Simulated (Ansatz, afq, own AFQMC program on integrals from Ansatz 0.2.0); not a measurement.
Where AFQMC and coupled cluster stand for CuSiH3, singlet

```xyz
5

Cu   -0.7590    0.0044    0.0052
Si    1.4963   -0.0088   -0.0102
H     2.0443   -1.3968   -0.0092
H     2.0646    0.6845    1.1828
H     2.0482    0.6762   -1.2157
```

Connectivity, by distances: Cu–SiH3.

Basis def2-SVP. Noble-gas cores (and the filled d shells of Ga–Kr and In–Xe) are frozen. Integrals, coupled cluster, full CI and functionals: Ansatz 0.2.0; the random walks run on the same integrals in our own AFQMC program. The CISD trial takes its coefficients from CCSD amplitudes. Released means that phaseless walkers are propagated on without the constraint, phases kept. Free AFQMC starts from the CCSD state and is never constrained. Its projection time is finite, and what remains of the start isn't in its error. Uncertainties: one standard error, sampling alone. The metal's outer-core s and p shells are frozen, which shifts wave-function levels against functionals.

Determinant: RHF, the one that the program's search chose, which needn't be the lowest solution. The geometry is a point of a scan.

No full CI on the walks' own integrals is used here; CCSDT(Q) serves as the reference and is uncertain by about the last step of the cluster series.

Cautions: no relativity below Rb; outer-core shells of the metal frozen; higher spins were not checked; the released energies get too noisy after the second time (errors over twice the walk's own, or jumping), so no released level is given (meV from the phaseless value at times in 1/Eh: 0 ± 7 at 0.24, 6 ± 7 at 0.50, 13 ± 13 at 1.00).

```
T1 diagnostic                               : 0.0259
weight of the determinant in the CISD state : 0.852
size of the correlated space                : 18 electrons in 50 orbitals
```

```
  level  correlation energy (eV)
    MP2                 -11.4199
   CCSD                 -11.1618
CCSD(T)                 -11.6433
```

Task: Estimate where phaseless AFQMC with a CISD trial lies against CCSD(T) on the same integrals.

Result: 0.70 ± 0.23 mEh above CCSD(T).

Reference: CCSDT(Q), correlation energy -11.594 eV.

```tsv
level	E − E(reference) (mEh)	share of correlation (%)
CCSD(T)	-1.79	100.42
CCSDT	-2.13	100.50
ph-AFQMC/HF	-11.05 ± 1.23	102.59
ph-AFQMC/CISD	-1.09 ± 0.23	100.26
free AFQMC	-0.34 ± 0.46	100.08
```

Free projections are given only where their last times agree within the noise and don't stop above the reference; a slow remainder of the start can still hide under it. A walk keeps the symmetry of its determinant, which the program's search chose and which needn't be the lowest solution, so a lower state of the same spin and another symmetry isn't excluded.
